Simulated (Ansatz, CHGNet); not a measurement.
Elastic constant C44 (GPa) of solids drawn from the class of tetrahedrally bonded semiconductors and semimetals, at two levels: the machine-learned potential CHGNet 0.3.0 (trained on PBE and PBE+U data), and r²SCAN (Ansatz, a quantum-chemistry and plane-wave program, plane waves, PAW).

```tsv
solid	CHGNet 0.3.0	r²SCAN	shift (%)
wurtzite ZnO	30.6	38.0	+24
zinc-blende BAs	40.1	157	+292
zinc-blende BP	37.4	197	+427
cubic BN	231	468	+103
zinc-blende GaP	23.4	73.1	+212
zinc-blende CdS (metastable phase)	12.9	25.8	+100
zinc-blende InP	14.2	45.9	+223
zinc-blende CuI	10.8	22.8	+111
zinc-blende CdSe	15.2	22.5	+48
zinc-blende AlN (metastable phase)	123	197	+60
```

The shifts run from +24 % to +427 %, with a median of +107 %.

Over all 10 rows r²SCAN is the larger in 10.

Ansatz's runs of these crystals have no spin polarisation.

Spin–orbit coupling is left out, also for the solids with elements from indium on (zinc-blende InP, zinc-blende CuI); its size isn't shown.

Each level is taken at its own relaxed cell. Ansatz's density-functional and Hartree–Fock values are scalar-relativistic unless marked +SOC, with PAW data made under PBE.
